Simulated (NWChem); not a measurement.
A series in which one site is exchanged, each optimised at PBE0/def2-SVP with NWChem, gas phase unless a solvent is named. For some, no frequency run checked for a minimum. def2 effective core potentials on Cd; no spin-orbit coupling.

A: [OH][CdH] (CdH$_{2}$O; site = Cd)
B: [OH][BeH] (BeH$_{2}$O; site = Be)
C: [OH][MgH] (MgH2O; site = Mg)
D: OO (H2O2; site = O)

Question: Rank them by static polarisability, CAM-B3LYP/def2-SVPD (bohr³), lowest first.

Answer: D (14.7), B (21.9), C (31.6), A (35.9)
